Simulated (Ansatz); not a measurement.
**Molecular dynamics, step by step**

AlSiH6O (SMILES [AlH2][OH+][SiH3]) (charge +1), closed shell, PBE0-D4/6-31G (Ansatz 0.2.0). Settings (timestep in fs, temperature in K; T counts 21 degrees of freedom):

```yaml
hamiltonian: {xc: pbe0, dispersion: d4}
md: {n_steps: 60, timestep: 0.25, temperature: 1000, ensemble: nve, seed: 370, initial_velocities: maxwell_boltzmann}
```

Start (the SMILES describes the start alone):

Al1  (-0.585, -0.124, -1.704)
O2  (0.445, -0.206, -0.267)
Si3  (0.187, 0.232, 1.540)
H4  (-1.971, 0.443, -1.457)
H5  (0.082, -0.639, -2.971)
H6  (1.344, -0.545, -0.401)
H7  (1.287, 1.181, 1.688)
H8  (0.385, -1.096, 2.112)
H9  (-1.173, 0.754, 1.460)
(Å)

```
step  time (fs)  potential energy less the start (meV)  kinetic energy (meV)  T (K)
   0       0.00                                    0.0                 904.8   1000
   4       1.00                                  -24.3                 929.1   1027
   8       2.00                                    6.9                 897.9    992
  12       3.00                                   89.2                 815.6    901
  16       4.00                                  203.9                 701.0    775
  20       5.00                                  333.1                 571.9    632
  24       6.00                                  459.1                 445.9    493
  28       7.00                                  555.3                 349.9    387
  32       8.00                                  590.4                 314.9    348
  36       9.00                                  558.5                 346.6    383
  40      10.00                                  489.7                 415.2    459
  44      11.00                                  421.2                 483.6    535
  48      12.00                                  374.4                 530.4    586
  52      13.00                                  355.1                 549.7    608
  56      14.00                                  355.8                 549.1    607
  60      15.00                                  357.4                 547.6    605
```

Step 40, positions (Å) and forces (eV/Å):

```json
{"atom": "Al1", "x": "-0.593", "y": "-0.090", "z": "-1.745", "Fx": "-0.661", "Fy": "-0.991", "Fz": "0.110"}
{"atom": "O2", "x": "0.444", "y": "-0.182", "z": "-0.144", "Fx": "0.104", "Fy": "-1.280", "Fz": "-4.059"}
{"atom": "Si3", "x": "0.190", "y": "0.216", "z": "1.502", "Fx": "0.568", "Fy": "0.671", "Fz": "2.298"}
{"atom": "H4", "x": "-2.147", "y": "0.202", "z": "-1.349", "Fx": "0.686", "Fy": "0.282", "Fz": "-0.152"}
{"atom": "H5", "x": "0.176", "y": "-1.021", "z": "-2.868", "Fx": "-0.119", "Fy": "0.752", "Fz": "0.522"}
{"atom": "H6", "x": "1.232", "y": "-0.704", "z": "-0.395", "Fx": "0.249", "Fy": "0.168", "Fz": "0.421"}
{"atom": "H7", "x": "1.426", "y": "1.080", "z": "1.658", "Fx": "-0.738", "Fy": "0.446", "Fz": "0.310"}
{"atom": "H8", "x": "0.655", "y": "-1.033", "z": "2.226", "Fx": "-0.827", "Fy": "0.139", "Fz": "-0.009"}
{"atom": "H9", "x": "-1.246", "y": "0.725", "z": "1.354", "Fx": "0.738", "Fy": "-0.187", "Fz": "0.560"}
```

Step 48, positions (Å) and forces (eV/Å):

```
atom       x       y       z      Fx      Fy      Fz
 Al1  -0.600  -0.086  -1.755   0.269  -0.992   0.556
  O2   0.444  -0.184  -0.142   1.003  -1.817  -3.942
 Si3   0.195   0.214   1.501   0.170   0.962   2.353
  H4  -2.073   0.166  -1.341  -0.362   0.543   0.073
  H5   0.182  -1.021  -2.772   0.188   0.390  -0.091
  H6   1.258  -0.732  -0.338  -0.683   0.723   0.252
  H7   1.375   1.106   1.693  -0.377   0.572   0.242
  H8   0.621  -0.993   2.256  -0.592  -0.304   0.119
  H9  -1.223   0.715   1.392   0.384  -0.077   0.437
```

Step 56, positions (Å) and forces (eV/Å):

| atom | x | y | z | Fx | Fy | Fz |
| --- | --- | --- | --- | --- | --- | --- |
| Al1 | -0.607 | -0.084 | -1.764 | 1.018 | -0.810 | 0.916 |
| O2 | 0.446 | -0.190 | -0.149 | 0.702 | -1.402 | -2.942 |
| Si3 | 0.200 | 0.213 | 1.503 | 0.048 | 1.071 | 2.133 |
| H4 | -2.012 | 0.152 | -1.331 | -1.392 | 0.766 | 0.342 |
| H5 | 0.197 | -1.007 | -2.679 | 0.599 | -0.116 | -0.771 |
| H6 | 1.262 | -0.736 | -0.273 | -0.362 | 0.426 | -0.295 |
| H7 | 1.310 | 1.154 | 1.738 | -0.031 | 0.592 | 0.152 |
| H8 | 0.565 | -0.965 | 2.292 | -0.309 | -0.651 | 0.208 |
| H9 | -1.185 | 0.702 | 1.447 | -0.273 | 0.124 | 0.256 |

Last step (60):

Al1  (-0.609, -0.083, -1.768)
O2  (0.448, -0.194, -0.155)
Si3  (0.202, 0.213, 1.505)
H4  (-2.000, 0.155, -1.322)
H5  (0.212, -1.000, -2.643)
H6  (1.257, -0.731, -0.243)
H7  (1.276, 1.186, 1.763)
H8  (0.532, -0.959, 2.312)
H9  (-1.169, 0.696, 1.479)
(Å)

The run took about 2.3 min on 2 CPU threads of an Intel Xeon (shared host).
